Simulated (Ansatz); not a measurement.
**CH₅SSi− (SMILES CS[SiH2-]): single points off equilibrium**

The task here is to estimate one member of a computed series from the others.

Computed with Ansatz 0.2.0, Gaussian basis. Level: single points in def2-TZVPPD.

Correlated methods freeze the cores.

2 further runs of the same task are left out: 2 that didn't finish.

### The starting structure

SMILES `CS[SiH2-]`, 8 atoms, charge -1, spin multiplicity 1.

Atoms are counted from 1 here; the program's logs count them from 0.

Bond lengths: C1–S2 1.798 Å, C1–H4 1.093 Å, C1–H5 1.134 Å, C1–H6 1.130 Å, S2–Si3 2.247 Å, Si3–H7 1.594 Å, Si3–H8 1.481 Å. Angles: S2–C1–H4 111.2°, S2–C1–H5 107.3°, S2–C1–H6 108.4°, H4–C1–H5 111.3°, H4–C1–H6 109.8°, H5–C1–H6 108.8°, C1–S2–Si3 94.4°, S2–Si3–H7 96.2°, S2–Si3–H8 98.7°, H7–Si3–H8 100.4°.

Geometry (Å):

```
atom    x (Å)    y (Å)    z (Å)
  C1  -0.8197   1.0268  -0.2958
  S2   0.2179   0.4572   1.0571
 Si3   1.1488  -1.2080  -0.1310
  H4  -1.6047   0.3017  -0.5254
  H5  -0.1432   1.1978  -1.1898
  H6  -1.2844   2.0131   0.0022
  H7   2.3620  -1.4753   0.8682
  H8   0.2323  -2.3033   0.2605
```

The first run:

run/in.yaml reads:

```yaml
crystal:
  periodic: [false, false, false]
  atoms:
    - {symbol: C, position_ang: [-0.819701, 1.026848, -0.295782]}
    - {symbol: S, position_ang: [0.217854, 0.457237, 1.057055]}
    - {symbol: Si, position_ang: [1.148751, -1.207961, -0.130977]}
    - {symbol: H, position_ang: [-1.604678, 0.301652, -0.525377]}
    - {symbol: H, position_ang: [-0.143241, 1.197765, -1.189805]}
    - {symbol: H, position_ang: [-1.284417, 2.013107, 0.002176]}
    - {symbol: H, position_ang: [2.362038, -1.475347, 0.868217]}
    - {symbol: H, position_ang: [0.232290, -2.303277, 0.260497]}
basis:
  gaussian: {orbitals: "def2-TZVPPD.json"}
total_charge: -1
hamiltonian: {xc: pbe, dispersion: d4}
output: {forces: true}
```

The basis file named in the input lies beside it (Basis Set Exchange, JSON).

Launch:

```
ansatz run in.yaml --threads 2 --pin off --events-out ev --progress --plain --max-ram 3481MiB
```

Among the steps run: PBE-D4/def2-TZVPPD; r2SCAN-D4/def2-TZVPPD; PBE0-D4/def2-TZVPPD; wB97M-V/def2-TZVPPD; CCSD(T)/def2-TZVPPD.

One of the session's tables, all rows but one given; the rest of the session is left out.

| method | RMS force component (eV/Å) | angle to CCSD(T) forces (°) |
| --- | --- | --- |
| PBE-D4 | 0.580 | 12.2 |
| r2SCAN-D4 | 0.610 | 6.1 |
| PBE0-D4 | 0.605 | 9.9 |
| wB97M-V | ? | ? |
| CCSD(T) | 0.623 | reference |

**Question.** Estimate the row for wB97M-V.

The run gave: RMS force component (eV/Å): 0.621; angle to CCSD(T) forces (°): 5.6. In the column «RMS force component (eV/Å)» it lies between r2SCAN-D4 (0.610) and CCSD(T) (0.623).
